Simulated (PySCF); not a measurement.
**Ionisation energy of F by level of theory**

F [He] 2s2 2p5 (2P) → F⁺ [He] 2s2 2p4 (3P), as a difference of total energies. All numbers are calculated (PySCF 2.14, scalar relativity by spin-free X2C-1e, in dyall-av3z (15s9p3d2f, 71 functions)). Correlated levels: valence: 1s2 frozen; virtual orbitals above 40 to 60 times the deepest correlated orbital energy dropped. The calculations carry no spin-orbit coupling.

```json
{"method": "UHF", "ionisation energy (eV)": "15.637", "error (eV)": "-1.790"}
{"method": "MP2 (valence)", "ionisation energy (eV)": "17.289", "error (eV)": "-0.138"}
{"method": "SCS-MP2 (valence)", "ionisation energy (eV)": "17.280", "error (eV)": "-0.147"}
{"method": "CCSD (valence)", "ionisation energy (eV)": "17.181", "error (eV)": "-0.246"}
{"method": "CCSD(T) (valence)", "ionisation energy (eV)": "17.242", "error (eV)": "-0.185"}
```

Reference: 17.427 eV (measured; NIST levels, between the centres of gravity of the two terms).

Errors of the correlated levels include the incompleteness of this basis and the frozen core.
